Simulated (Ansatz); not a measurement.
# C3H4N2: how energies converge with the basis set

One table from this session's results is given with a row withheld; the runs are named, their logs left out.

Program: Ansatz 0.2.0, Gaussian basis. Level of theory: one geometry, several basis sets. These are calculated values, not measurements.

Plan: PBE0-D4/def2-SVP; ωB97M-V/def2-SVP; PBE0-D4/def2-QZVPP; ωB97M-V/def2-QZVPP; the functionals' def2-TZVPP values are taken from earlier runs.

## The relaxed structure

All runs share one geometry, relaxed beforehand with PBE0-D4 in a triple-zeta def2 set.

SMILES `CN=C=C=N`, 9 atoms, charge 0, spin multiplicity 1.

Atoms are counted from 1 here; the program's logs count them from 0.

Bond lengths: C1–N2 1.448 Å, C1–H6 1.094 Å, C1–H7 1.093 Å, C1–H8 1.093 Å, N2–C3 1.235 Å, C3–C4 1.285 Å, C4–N5 1.238 Å, N5–H9 1.023 Å. Angles: N2–C1–H6 113.8°, N2–C1–H7 108.1°, N2–C1–H8 108.1°, H6–C1–H7 109.9°, H6–C1–H8 109.9°, H7–C1–H8 106.8°, C1–N2–C3 120.0°, N2–C3–C4 163.3°, C3–C4–N5 163.2°, C4–N5–H9 112.7°.

Set-up of the first run:

File in.yaml:

```yaml
crystal:
  periodic: [false, false, false]
  atoms:
    - {symbol: C, position_ang: [0.513219, -1.615783, -0.644329]}
    - {symbol: N, position_ang: [0.904885, -0.410403, 0.055827]}
    - {symbol: C, position_ang: [0.076452, 0.483641, 0.255561]}
    - {symbol: C, position_ang: [-0.491373, 1.575263, 0.626404]}
    - {symbol: N, position_ang: [-1.324006, 2.470035, 0.825394]}
    - {symbol: H, position_ang: [-0.536745, -1.626777, -0.950194]}
    - {symbol: H, position_ang: [0.720524, -2.468932, 0.006640]}
    - {symbol: H, position_ang: [1.157469, -1.723896, -1.520577]}
    - {symbol: H, position_ang: [-0.931926, 3.270553, 1.328173]}
basis:
  gaussian: {orbitals: def2-SVP}
hamiltonian: {xc: pbe0, dispersion: d4}
output: {orbitals: {seedname: orbitals}}
```

Launch:

```sh
ansatz run in.yaml --threads 2 --pin off --events-out ev --progress --plain --max-ram 4352MiB
```

Steps of the session up to this table: PBE0-D4 in def2-SVP; ωB97M-V in def2-SVP; PBE0-D4 in def2-QZVPP; ωB97M-V in def2-QZVPP.

One table of the session follows, with a row left open; its other results are not shown here.

```
functional       basis  HOMO (eV)  LUMO (eV)
   PBE0-D4    def2-SVP      -5.91      -2.30
   PBE0-D4  def2-TZVPP      -6.08      -2.46
   PBE0-D4  def2-QZVPP          ?          ?
   ωB97M-V    def2-SVP      -8.05      -0.03
   ωB97M-V  def2-TZVPP      -8.25      -0.25
   ωB97M-V  def2-QZVPP      -8.29      -0.31
```

**Question.** Estimate the row for PBE0-D4, def2-QZVPP.

**Answer.** HOMO (eV): -6.12; LUMO (eV): -2.51. In the column «HOMO (eV)» it lies between ωB97M-V, def2-SVP (-8.05) and PBE0-D4, def2-TZVPP (-6.08).
